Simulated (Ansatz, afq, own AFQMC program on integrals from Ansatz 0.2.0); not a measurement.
**AlPH, doublet in 6-31G along one coordinate**

```xyz
3

Al    0.0000    0.0000    0.1876
P     0.0000    0.0000   -1.9566
H     0.0000    0.0000    1.7690
```

The Al1–P2 distance is changed with both sides rigid. Energies in eV count from this geometry (2.144 Å) at the same level; the start stands on UHF, each point on the determinant named.

Basis 6-31G. Only valence electrons are correlated. AFQMC by an in-house program on the Cholesky factors that Ansatz 0.2.0 writes for its CCSD(T) run. The CISD trial takes its coefficients from CCSD amplitudes. Released means that phaseless walkers are propagated on without the constraint, phases kept. Uncertainties: one standard error, sampling alone.

Cautions, each for one point or more: CCSDT(Q) on the UHF determinant differs, perhaps since the unrestricted series falls towards higher spin; a spin-contaminated unrestricted determinant lies lower; a state of higher spin lies lower; cluster runs in doubt by the program's own checks; full CI with its own frozen core; strong correlation; the next higher spin lies close; the ph-AFQMC/CISD walk drifts between its halves; unrestricted determinant spin contaminated.

```
r(Al1–P2) / Å  det.     T1  weight  ⟨S²⟩  B2PLYP  r2SCAN  CCSD(T)
        1.954   UHF  0.029    0.90  0.78   0.744   0.708    0.833
        2.362   UHF  0.091    0.75  1.29   0.043   0.077   -0.045
        2.969   UHF  0.128    0.59  2.25  1.606§  1.592§    1.196
        3.994  ROHF  0.045    0.73  pure  2.237§  2.670§    2.593
        5.895  ROHF  0.010    0.69  pure  2.276§  2.819§    2.786
```

**Question.** Estimate the curve of full CI, counted from the same start.

**Answer.** 
```
r(Al1–P2) / Å  det.     T1  weight  ⟨S²⟩     FCI   ph-AFQMC/CISD  CCSDT(Q)
        1.954   UHF  0.029    0.90  0.78   0.846   0.844 ± 0.005     0.848
        2.362   UHF  0.091    0.75  1.29  -0.068  -0.057 ± 0.005    -0.071
        2.969   UHF  0.128    0.59  2.25   1.135   1.155 ± 0.006     1.152
        3.994  ROHF  0.045    0.73  pure   2.351   2.651 ± 0.005         –
        5.895  ROHF  0.010    0.69  pure   2.494   2.849 ± 0.005     2.788
```

Weight is that of the determinant in the CISD state; at the start T1 is 0.052 and the weight 0.86, and ⟨S²⟩ is 0.91. A dash marks a missing value, a released energy that hasn't settled or a functional that sits on another state. § marks a functional whose ⟨S²⟩ is too high by over 0.1. Largest departures from full CI: CCSD(T) 0.292 eV at 5.895 (on ROHF), ph-AFQMC/CISD 0.355 eV at 5.895 (on ROHF), CCSDT(Q) 0.293 eV at 5.895 (on ROHF), B2PLYP 0.111 eV at 2.362, r2SCAN 0.144 eV at 2.362. Functionals count only at points shown to share the start's state and spin. In this small basis the wave-function levels are far from their limit, so their gap to the functionals isn't the functionals' error.

CCSDT and higher add their correlation energy to the determinant of the CCSD(T) run, since their own runs factorise the integrals more tightly (a shift of under 2 meV). A walk keeps the symmetry of its determinant, which the program's search chose and which needn't be the lowest solution, so a lower state of the same spin and another symmetry isn't excluded.
